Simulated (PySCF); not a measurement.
**The bond of LiAl, level by level**

One job finds the state of LiAl, follows it along the bond with each method and fits the curves.

Program: PySCF 2.14.0. Level of theory: Li 3-21G, Al 3-21G, no relativity. These are calculated values, not measurements.

## Step 1: Input

The job is set up so:

```
atoms                         : Li, Al
charge                        : 0
basis                         : Li 3-21G, Al 3-21G
Hamiltonian                   : no relativity
basis functions               : 22
electrons treated             : 16
masses in u                   : 7.0160, 26.9815
levels                        : PBE0, PBE, r²SCAN, r²SCANh, BLYP, B2PLYP, HSE06, HF, MP2, SCS-MP2, CCSD, CCSD(T)
grid                          : 80 radial by 434 angular points
occupations                   : held fixed by the projection of orbital angular momentum
dissociation limit            : Li + Al, each in its ground configuration
starting distance in angstrom : 2.480
values of 2S to try           : 0, 2
```

On the command line:

```
$ OMP_NUM_THREADS=1 python dia.py task.json out
```

The runs that follow: PBE0 along the bond; Excited determinants; PBE (GGA); r²SCAN (meta-GGA); r²SCANh (hybrid meta-GGA); BLYP; B2PLYP (double hybrid); HSE06 (range-separated hybrid); RHF; MP2 and coupled cluster.

Before running it: what results should come out? Wanted: for each run, Re; ωe; De; μ.

As calculated:

Lowest PBE0 solution found, without spin–orbit coupling: ¹Σ⁺ (singlet), closed shell. State 2 has its PBE0 minimum 0.01 eV higher. State 3 has its PBE0 minimum 0.27 eV higher, as a spin-mixed determinant (⟨S²⟩ = 1.01), so this is no gap between pure states. The other levels ran on the lowest alone.

```tsv
level	Re (Å)	ωe (cm⁻¹)	De (eV)	μ (D)
RHF	2.958	301	0.130	-3.65
RHF-MP2	2.967	288.3	0.57	n/a
RHF-SCS-MP2	2.977	283.4	0.61	n/a
RHF-CCSD	2.977	269.3	0.81	n/a
RHF-CCSD(T)	2.972	269.3	0.83	n/a
PBE	2.933	293.6	1.02	-2.22
BLYP	2.934	287.2	1.00	-1.87
r²SCAN	2.945	296.5	0.90	-2.75
r²SCANh	2.938	299.8	0.88	-2.91
PBE0	2.918	304	0.93	-2.89
HSE06	2.922	302	0.94	-2.79
B2PLYP	2.924	297.4	0.87	-2.96
```

De is counted to Li + Al in their ground configurations. A positive dipole means Li(−)Al(+).

**Reading.** Bond lengths run from 2.918 Å (PBE0) to 2.977 Å (RHF-SCS-MP2). Among the levels with a De in the table, it runs from 0.130 eV (RHF) to 1.02 eV (PBE).

Correlated steps freeze 5 core orbitals. B2PLYP dipoles, levels and charges come from its SCF part alone. The basis is very small, so these numbers show the basis as much as the molecule. T1 is 0.048 near the minimum (highest on the curve 0.050), which may point to more than one leading configuration.
